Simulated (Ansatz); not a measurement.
C₂H₇B (`CBC`). The species carries charge 0 and has multiplicity 1. The structure was optimised at the PBE0-D4/def2-TZVP level.

```xyz
10

C    -1.046   -0.840   -0.332
B    -0.005   -0.102    0.562
C     1.048    0.901    0.004
H    -1.997   -0.304   -0.181
H    -1.245   -1.867   -0.017
H    -0.836   -0.815   -1.404
H    -0.015   -0.319    1.746
H     1.250    1.744    0.669
H     0.851    1.264   -1.007
H     1.994    0.337   -0.040
```

Question: What is the dipole moment at PBE/def2-TZVPP? (An estimate is asked.)

Answer: Ansatz gave: 0.47 D, with components (0.00, 0.08, -0.46) D in this frame, pointing from negative to positive charge.

Question: And with r2SCAN, B3LYP, ωB97M-V? (Best estimate.)

Answer: Ansatz gave: r2SCAN 0.46 D, B3LYP 0.42 D, ωB97M-V 0.43 D.

Question: Give the Mulliken charges with PBE, r2SCAN, ωB97M-V in def2-TZVPP. (An estimate is asked.)

Answer: The calculation gave: 
```
atom    PBE  r2SCAN  ωB97M-V
  C1  -0.32   -0.23    -0.35
  B2   0.06    0.11    -0.01
  C3  -0.32   -0.23    -0.35
  H4   0.10    0.06     0.11
  H5   0.11    0.07     0.11
  H6   0.09    0.05     0.10
  H7   0.00   -0.02     0.06
  H8   0.11    0.07     0.11
  H9   0.09    0.05     0.10
 H10   0.10    0.06     0.11
```

B3LYP here is the variant with VWN-RPA as its local correlation; programs differ in this.
